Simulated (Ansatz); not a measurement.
Geometry optimisation, RKS PBE-D4/def2-SVP (Ansatz).

Input:

```yaml
crystal:
  periodic: [false, false, false]
  atoms:
    - { symbol: Si, position_ang: [-0.002492, 0.112889, -1.077322] }
    - { symbol: O, position_ang: [0.980588, 0.27028, 1.59612] }
    - { symbol: C, position_ang: [0.10703, -0.379093, 2.518752] }
    - { symbol: H, position_ang: [-0.551799, -1.133583, 2.033571] }
    - { symbol: H, position_ang: [0.679642, -0.862821, 3.34119] }
    - { symbol: H, position_ang: [-0.53621, 0.406274, 2.960914] }
    - { symbol: H, position_ang: [1.475289, -0.417634, 1.080151] }
    - { symbol: H, position_ang: [-1.02694, 1.258964, -0.92575] }
    - { symbol: H, position_ang: [-0.995208, -0.899276, -0.448925] }
basis:
  gaussian: { orbitals: def2-SVP }
hamiltonian:
  xc: pbe
  dispersion: d4
relax:
  f_tol: 0.03
  max_steps: 50
output:
  orbitals: {}
```

Run as:

```bash
$ ansatz run input.yaml --threads 1 --pin off --max-ram 2048MiB --backend cpu --events-out ev --progress --plain --runs-dir out
```

Question: Where does it end, and by what steps?

Answer: It converged. After 10 steps the energy has fallen by 0.615 eV; H8 moved furthest, 0.84 Å. Joined: Si1–O2 (2.85 → 2.04 Å).

```csv
step,energy less start (eV),largest force component (eV/Å),accepted
0,0.0000,1.093,yes
1,-0.2485,1.010,yes
2,-0.4300,1.230,yes
3,-0.5261,0.661,yes
4,-0.5726,0.333,yes
5,-0.5689,0.312,no
6,-0.5913,0.129,yes
7,-0.6055,0.056,yes
8,-0.6102,0.194,yes
9,-0.6118,0.114,yes
10,-0.6150,0.016,yes
```

```xyz
9
Properties=species:S:1:pos:R:3
Si 0.051 0.216 -0.699
O 0.857 -0.012 1.160
C 0.030 -0.350 2.293
H -0.454 -1.339 2.154
H 0.638 -0.331 3.221
H -0.751 0.430 2.338
H 1.608 -0.633 1.085
H -0.884 1.293 -0.096
H -0.964 -0.919 -0.378
```

The run took 25 s on 1 thread of Arm Neoverse V1, on a shared host, peak memory 0.13 GiB.
